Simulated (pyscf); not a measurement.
## Hydrogen abstraction: `[CH2]=[Se]` + `[H]` [doublet] -> `[CH]=[Se]` [doublet] + `[H][H]`

Gas phase, doublet surface, charge 0. Bonds broken: C1–H3. Bonds formed: H3–H5. Single points on ωB97X-D3(BJ)/def2-SVP structures (PySCF, gas phase).

Transition state (Å):

```xyz
5

C      0.1867     0.7044    -0.1335
Se     1.5227     1.7737    -0.2063
H      0.2033    -0.4674    -0.7469
H     -0.7671     0.8595     0.3936
H      0.1818    -1.3406    -1.1885
```

One imaginary mode, 1614i cm⁻¹; descent along it reached the two sides named.

```json
[
 {"bond": "C1–H3", "change": "breaks", "reactant side (Å)": "1.098", "saddle": "1.323", "product side": "2.9"},
 {"bond": "H3–H5", "change": "forms", "reactant side (Å)": "3.2", "saddle": "0.979", "product side": "0.761"}
]
```

Electronic energies relative to the separated reactants (kcal/mol):

```
level                   barrier  reaction energy  reverse barrier
----------------------  -------  ---------------  ---------------
ωB97X-D3(BJ)/def2-TZVP     10.0             -6.1             16.2
PBE/def2-TZVP               2.2             -7.7              9.8
r²SCAN/def2-TZVP            1.8            -10.1             11.9
B3LYP-D3(BJ)/def2-TZVP      3.3            -10.1             13.4
PBE0-D3(BJ)/def2-TZVP       6.2             -5.5             11.7
M06-2X/def2-TZVP           10.7             -6.4             17.1
ωB97M-D3(BJ)/def2-TZVP      9.7             -6.5             16.2
HF/def2-TZVP               23.8             -5.9             29.7
```

With ωB97M-D3(BJ)/def2-TZVP energies and thermal terms (ideal gas, 1 atm, RRHO with modes under 100 cm⁻¹ raised to 100, one conformer, R ln 2 for rigid chiral ones), in kcal/mol:

```tsv
T (K)	ΔH‡	ΔG‡	ΔH	ΔG
298	7.1	13.3	-7.7	-9.2
600	6.8	19.7	-7.5	-10.9
900	6.8	26.2	-7.7	-12.6
1200	6.7	32.7	-8.1	-14.1
```

This is the saddle that the search found; another between the same sides may lie lower. The angle at the transferred H is 178°. Elements up to Kr have no core potential and no relativistic terms here.
